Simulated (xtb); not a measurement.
xtb single point, GFN2-xTB, ALPB implicit acetonitrile, on C2H6OS (SMILES CS(C)=O), charge 0, multiplicity 1.

```
xtb m.xyz --gfn 2 --chrg 0 --uhf 0 --norestart --sp --alpb acetonitrile

10

C     -1.360691    -0.645867     0.194270
S      0.000180     0.401847     0.884042
C      1.362066    -0.645710     0.193990
O      0.000864     1.629298     0.090171
H     -2.301299    -0.169984     0.451151
H     -1.305522    -1.629298     0.645939
H     -1.263424    -0.702897    -0.884042
H      1.249574    -0.724174    -0.881237
H      2.301299    -0.155721     0.429057
H      1.323816    -1.621666     0.664358
```

Output:

```

          ...................................................
          :                      SETUP                      :
          :.................................................:
          :  # basis functions                  28          :
          :  # atomic orbitals                  27          :
          :  # shells                           15          :
          :  # electrons                        26          :
          :  max. iterations                   250          :
          :  Hamiltonian                  GFN2-xTB          :
          :  restarted?                      false          :
          :  GBSA solvation                   true          :
          :  PC potential                    false          :
          :  electronic temp.          300.0000000     K    :
          :  accuracy                    1.0000000          :
          :  -> integral cutoff          0.2500000E+02      :
          :  -> integral neglect         0.1000000E-07      :
          :  -> SCF convergence          0.1000000E-05 Eh   :
          :  -> wf. convergence          0.1000000E-03 e    :
          :  Broyden damping             0.4000000          :
          :  net charge                          0          :
          :  unpaired electrons                  0          :
          ...................................................

 iter      E             dE          RMSdq      gap      omega  full diag
   1    -14.7415027 -0.147415E+02  0.514E+00    5.94       0.0  T
   2    -14.7667340 -0.252313E-01  0.282E+00    5.41       1.0  T
   3    -14.7681764 -0.144237E-02  0.102E+00    5.22       1.0  T
   4    -14.7684246 -0.248172E-03  0.356E-01    5.15       1.0  T
   5    -14.7684617 -0.371507E-04  0.111E-01    5.19       1.0  T
   6    -14.7684708 -0.908305E-05  0.640E-02    5.18       1.0  T
   7    -14.7684736 -0.277913E-05  0.188E-02    5.19       1.7  T
   8    -14.7684750 -0.147290E-05  0.447E-03    5.18       7.1  T
   9    -14.7684750 -0.731265E-08  0.922E-04    5.18      34.3  T
  10    -14.7684750 -0.286947E-08  0.348E-04    5.18      90.8  T

   *** convergence criteria satisfied after 10 iterations ***

         #    Occupation            Energy/Eh            Energy/eV
      -------------------------------------------------------------
         1        2.0000           -0.7506749             -20.4269
       ...           ...                  ...                  ...
         7        2.0000           -0.5136524             -13.9772
         8        2.0000           -0.4878971             -13.2764
         9        2.0000           -0.4875382             -13.2666
        10        2.0000           -0.4737970             -12.8927
        11        2.0000           -0.4659803             -12.6800
        12        2.0000           -0.4082834             -11.1100
        13        2.0000           -0.3854470             -10.4885 (HOMO)
        14                         -0.1949615              -5.3052 (LUMO)
        15                         -0.1556714              -4.2360
        16                         -0.0630784              -1.7165
        17                          0.0011514               0.0313
        18                          0.0710222               1.9326
       ...                                ...                  ...
        27                          0.9226250              25.1059
      -------------------------------------------------------------
                  HL-Gap            0.1904854 Eh            5.1834 eV
             Fermi-level           -0.2902042 Eh           -7.8969 eV


         :::::::::::::::::::::::::::::::::::::::::::::::::::::
         ::                     SUMMARY                     ::
         :::::::::::::::::::::::::::::::::::::::::::::::::::::
         :: total energy             -14.632731810964 Eh    ::
         :: total w/o Gsasa/hb       -14.627136112406 Eh    ::
         :: gradient norm              0.018638982123 Eh/a0 ::
         :: HOMO-LUMO gap              5.183372908277 eV    ::
         ::.................................................::
         :: SCC energy               -14.768472590479 Eh    ::
         :: -> isotropic ES            0.050507839636 Eh    ::
         :: -> anisotropic ES          0.000212017041 Eh    ::
         :: -> anisotropic XC          0.005830403547 Eh    ::
         :: -> dispersion             -0.005082687944 Eh    ::
         :: -> Gsolv                  -0.012713867817 Eh    ::
         ::    -> Gelec               -0.007118169260 Eh    ::
         ::    -> Gsasa               -0.010194402158 Eh    ::
         ::    -> Ghb                 -0.000599951151 Eh    ::
         ::    -> Gshift               0.005198654751 Eh    ::
         :: repulsion energy           0.135740779515 Eh    ::
         :: add. restraining           0.000000000000 Eh    ::
         :: total charge               0.000000000000 e     ::
         :::::::::::::::::::::::::::::::::::::::::::::::::::::

[... lines cut ...]
        17                          0.0011514               0.0313
        18                          0.0710222               1.9326
        19                          0.1021431               2.7795
        20                          0.1490673               4.0563
        21                          0.1618715               4.4047
        22                          0.2127458               5.7891
        23                          0.2169898               5.9046
        24                          0.2353146               6.4032
       ...                                ...                  ...
        27                          0.9226250              25.1059
      -------------------------------------------------------------
                  HL-Gap            0.1904854 Eh            5.1834 eV
             Fermi-level           -0.2902042 Eh           -7.8969 eV

     #   Z          covCN         q      C6AA      α(0)
     1   6 C        3.741    -0.144    23.351     6.894
     2  16 S        2.791     0.402   125.730    18.872
     3   6 C        3.741    -0.144    23.352     6.894
     4   8 O        0.860    -0.546    24.822     6.680
     5   1 H        0.925     0.069     2.096     2.264
     6   1 H        0.925     0.075     2.034     2.230
     7   1 H        0.925     0.072     2.066     2.248
     8   1 H        0.925     0.072     2.065     2.247
     9   1 H        0.925     0.069     2.096     2.264
    10   1 H        0.925     0.074     2.038     2.232

 Mol. C6AA /au·bohr⁶  :       1179.852473
 Mol. C8AA /au·bohr⁸  :      33160.056200
 Mol. α(0) /au        :         52.825979

Wiberg/Mayer (AO) data.
largest (>0.10) Wiberg bond orders for each atom

 ---------------------------------------------------------------------------
     #   Z sym  total        # sym  WBO       # sym  WBO       # sym  WBO
 ---------------------------------------------------------------------------
     1   6 C    3.984 --     6 H    0.981     5 H    0.979     7 H    0.979
                             2 S    0.954
     2  16 S    3.741 --     4 O    1.784     1 C    0.954     3 C    0.954
     3   6 C    3.984 --    10 H    0.981     9 H    0.979     8 H    0.979
                             2 S    0.954
     4   8 O    1.948 --     2 S    1.784
     5   1 H    0.995 --     1 C    0.979
     6   1 H    0.994 --     1 C    0.981
     7   1 H    0.995 --     1 C    0.979
     8   1 H    0.995 --     3 C    0.979
     9   1 H    0.995 --     3 C    0.979
    10   1 H    0.994 --     3 C    0.981
 ---------------------------------------------------------------------------


molecular dipole:
                 x           y           z       tot (Debye)
 q only:       -0.001      -1.719       0.533
   full:       -0.002      -1.776       0.186       4.540
molecular quadrupole (traceless):
                xx          xy          yy          xz          yz          zz
 q only:        3.389      -0.002      -5.804       0.000       0.110       2.416
  q+dip:        4.211      -0.005      -6.138       0.001      -0.181       1.927
   full:        4.655      -0.005      -6.001      -0.000       0.012       1.346

           -------------------------------------------------
          | TOTAL ENERGY              -14.632731810964 Eh   |
          | GRADIENT NORM               0.018638982123 Eh/α |
          | HOMO-LUMO GAP               5.183372908277 eV   |
           -------------------------------------------------
```

The total energy is -398.18 eV, -0.31 eV from the same level's vacuum run.
